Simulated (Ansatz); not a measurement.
Si–CH2⁺, quartet in 6-31G: errors against full CI

Geometry: that of the Si–CH2, triplet, kept fixed. The doublet lies 2.1 eV lower here.

```xyz
4

Si    0.0000    0.0000    0.6502
C     0.0000    0.0000   -1.2146
H     0.0000   -0.9068   -1.8218
H     0.0000    0.9068   -1.8218
```

Basis 6-31G; Ansatz 0.2.0. Correlated methods freeze the noble-gas cores, which leaves 9 electrons in 20 orbitals. Prefix R: restricted or restricted open-shell reference; prefix U: unrestricted. Active spaces: valence = (9e, 10o) chosen from the atoms' valence shells.

Full CI is exact within this basis and frozen core; it isn't the basis-set limit. The frozen core follows each run's orbitals, which can shift R against U totals by a few meV.

For open shells CISD and CISDTQ are restricted-active-space CI with the open shells as a complete middle space.

* UHF ⟨S²⟩: 3.763
* T1 diagnostic (RCCSD): 0.0256
* largest doubles amplitude (RCCSD): 0.089
* T1 diagnostic (UCCSD): 0.0278

```csv
level,E − E(full CI) (meV),share of correlation (%),wall time
RHF,3299,0.00,–
UHF,3211,2.65,–
RMP2,703,78.69,–
UMP2,730,77.87,–
CISD,222,93.28,0.85 s
RCCSD,96,97.10,–
UCCSD,91,97.24,–
RCCSD(T),23,99.29,1 s
UCCSD(T),22,99.32,0.91 s
BCCD(T),26,99.22,0.85 s
RCCSDT,7,99.78,–
UCCSDT,7,99.80,–
CISDTQ,5,99.84,19 s
RCCSDT(Q),1,99.98,3.6 s
UCCSDT(Q),0,100.00,3.1 s
RCCSDTQ,0,99.99,12 s (H100)
UCCSDTQ,0,100.00,21 s (H100)
CASSCF (valence space),892,72.95,–
NEVPT2 (valence space),226,93.16,2.5 s
MRCISD (valence space),30,99.10,–
MRCISD+Q (valence space),14,99.59,5 s
```

The correlation energy at full CI, counted from RHF, is -3.299 eV. That run took 7.5 s on 2 threads of AMD EPYC 7R13 with a shared H100 80 GB, shared host over 11,075,136 determinants.

Times hold each run's SCF and search for its determinant on a shared host, so for small cases they say little of a method's own cost; rows without a card ran on 1 thread of AMD EPYC 7R13.

The full-CI state has the irrep A2 of C2v, in the program's axes.

Natural occupations of full CI about the gap: 1.974 1.967 1.944 1.004 0.997 0.976 0.037 0.031 0.024 0.021; effectively unpaired electrons, Σ n²(2−n)², 3.03.
